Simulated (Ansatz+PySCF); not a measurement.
# doublet C3H5: levels of theory in one basis

```json
{"atom": "C", "x (Å)": "0.0200", "y (Å)": "-0.0446", "z (Å)": "-0.4311"}
{"atom": "C", "x (Å)": "-0.0087", "y (Å)": "1.2566", "z (Å)": "0.1547"}
{"atom": "C", "x (Å)": "-0.0216", "y (Å)": "-1.2571", "z (Å)": "0.1601"}
{"atom": "H", "x (Å)": "-0.0208", "y (Å)": "0.0168", "z (Å)": "-1.5811"}
{"atom": "H", "x (Å)": "0.0250", "y (Å)": "2.1212", "z (Å)": "-0.3745"}
{"atom": "H", "x (Å)": "0.0076", "y (Å)": "1.2556", "z (Å)": "1.3124"}
{"atom": "H", "x (Å)": "0.0086", "y (Å)": "-2.1999", "z (Å)": "-0.3353"}
{"atom": "H", "x (Å)": "-0.0088", "y (Å)": "-1.2545", "z (Å)": "1.2658"}
```

Basis set: def2-SVP (spherical functions). Left uncorrelated: 3 orbitals. Correlation on ROHF uses semicanonical orbitals with singles. Charge 0, multiplicity 2.

Computed with Ansatz (development build ahead of 0.2.0); each method stands on the lowest determinant of its kind that the runs found. NEVPT2 correlates all electrons. Active spaces start from the frontier orbitals, and the lowest solution found is given.

| method | E − E(ROHF) (eV) | <S²> of the determinant |
| --- | --- | --- |
| ROHF | 0.00 | 0.75 |
| UHF | -0.56 | 0.96 |
| ROHF-MP2 | -10.78 | – |
| UHF-MP2 | -10.62 | 0.96 |
| ROHF-CCSD | -11.95 | – |
| ROHF-CCSD(T) | -12.35 | – |
| CASSCF(3,3) | -0.98 | – |

(1) What does SC-NEVPT2(3,3) give on the same scale?

(2) Is a single determinant a sound starting point here?

## Answers

(1) -11.26 eV. NEVPT2 here correlates all electrons, so it doesn't share the others' frozen core.

(2) Only with care. Unrestricted orbitals gain 0.56 eV and <S²> is 0.96 against 0.75 for a pure state, a contamination that matters most for the unrestricted series. The CASSCF(3,3) natural occupations are 1.90, 1.00, 0.10.

Caution for UHF, UHF-MP2: the unrestricted determinant is spin contaminated.
